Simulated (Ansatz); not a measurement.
# Nickel, fcc under PBE: testing the Gaussian smearing

A convergence test of the Gaussian smearing width. The geometry was relaxed under PBE beforehand and stays fixed; 7 values are run, from 0.01 to 1.0 eV. Wanted are the values from which on the energy stays within 10 and 1 meV/atom, and the pressure within 0.5 GPa, of the narrowest run. Within the series other settings stay, but some runs also write fields, which adds to their time. Spin polarisation is left out.

Computed with Ansatz 0.2.0 (DFT PBE, plane waves with PAW, scalar-relativistic, unless a step says otherwise).

**1. The system as given**

The structure is cubic, space group Fm-3m (No. 225). Conventional cell: a = 3.514 Å, b = 3.514 Å, c = 3.514 Å, α = 90.00°, β = 90.00°, γ = 90.00°. Around Ni (site symmetry m-3m) lie 12 Ni at 2.49 Å.

As a file:

```
Ni
1.0
     0.00000    1.75725    1.75725
     1.75725    0.00000    1.75725
     1.75725    1.75725    0.00000
Ni
1
Direct
  0.00000 0.00000 0.00000
```

**2. Run at 0.01 eV**

The run at 0.01 eV.

input.yaml

```yaml
crystal:
  lattice:
    - [0.0, 1.757246668, 1.757246668]
    - [1.757246668, 0.0, 1.757246668]
    - [1.757246668, 1.757246668, 0.0]
  atoms:
    - { symbol: Ni, position: [0.0, 0.0, 0.0] }
hamiltonian:
  xc: pbe
  pseudopotentials:
    kind: paw
    azcp:
      Ni: "pseudopotentials/Ni.paw.azcp"
basis:
  ecutwfc: 420
  fft_grid_basis: typed
kpoints:
  mp_grid: { grid: [15, 15, 15], shift: [0, 0, 0] }
magnetization:
  spin_polarized: false
scf:
  occupations: { method: gaussian, width: 0.01 }
  lower_state_search: "off"
output:
  stress: true
```

Started as:

```console
$ ansatz run input.yaml --threads 1 --pin off --max-ram 3584MiB --backend cpu --events-out ev --progress --plain --runs-dir out
```

**3. Run at 0.03 eV**

The run at 0.03 eV.

input.yaml, as its differences from that of step 2:

```diff
@@ -21,3 +21,3 @@
 scf:
-  occupations: { method: gaussian, width: 0.01 }
+  occupations: { method: gaussian, width: 0.03 }
   lower_state_search: "off"
```

**4. Run at 0.1 eV**

The run at 0.1 eV.

input.yaml, as its differences from that of step 3:

```diff
@@ -21,3 +21,3 @@
 scf:
-  occupations: { method: gaussian, width: 0.03 }
+  occupations: { method: gaussian, width: 0.1 }
   lower_state_search: "off"
```

**5. Run at 0.2 eV**

The run at 0.2 eV.

input.yaml, as its differences from that of step 4:

```diff
@@ -21,3 +21,3 @@
 scf:
-  occupations: { method: gaussian, width: 0.1 }
+  occupations: { method: gaussian, width: 0.2 }
   lower_state_search: "off"
```

**6. Run at 0.3 eV**

The run at 0.3 eV.

input.yaml, as its differences from that of step 5:

```diff
@@ -21,3 +21,3 @@
 scf:
-  occupations: { method: gaussian, width: 0.2 }
+  occupations: { method: gaussian, width: 0.3 }
   lower_state_search: "off"
@@ -25 +25,5 @@
   stress: true
+  write_density: true
+  write_potential: true
+  elf: true
+  volumetric_format: npy
```

**7. Run at 0.6 eV**

The run at 0.6 eV.

input.yaml, as its differences from that of step 6:

```diff
@@ -21,3 +21,3 @@
 scf:
-  occupations: { method: gaussian, width: 0.3 }
+  occupations: { method: gaussian, width: 0.6 }
   lower_state_search: "off"
```

**8. Run at 1.0 eV**

The run at 1.0 eV.

input.yaml, as its differences from that of step 7:

```diff
@@ -21,3 +21,3 @@
 scf:
-  occupations: { method: gaussian, width: 0.6 }
+  occupations: { method: gaussian, width: 1.0 }
   lower_state_search: "off"
@@ -25,5 +25 @@
   stress: true
-  write_density: true
-  write_potential: true
-  elf: true
-  volumetric_format: npy
```

(Steps that only read results are left out.)

Q: Predict the outcome of this session.

The runs gave:

```
                                           quantity                       value
       E(σ → 0) stays within 10 meV/atom of 0.01 eV                up to 0.2 eV
                   E(σ → 0) stays within 1 meV/atom                up to 0.1 eV
                      pressure stays within 0.5 GPa                up to 0.1 eV
                                pressure at 0.01 eV                   -0.79 GPa
energy of a separate run on a finer mesh (25×25×25)  -5.8 meV/atom from 0.01 eV
```

What this shows: The far end, 1.0 eV, lies -100.4 meV/atom and +5.1 GPa from the yardstick. The free energy F moves by -453.6 meV/atom over the range, and the estimate for σ → 0 by -100.4. In theory F falls as the square of the width under this scheme, but here the ratio is not steady: the mesh at narrow widths, or a density of states that varies over the wide ones, can both cause that. The mesh (15×15×15) is fixed, so the narrowest widths carry a k-point error of their own. The yardstick itself is unsettled by 5.8 meV/atom against the finer mesh, so the thresholds above hold only within this series, and wider smearing, which averages over more states, can land nearer the fine-mesh value than the narrowest does.

Real Ni is ferromagnetic; without spin these runs don't describe its ground state.
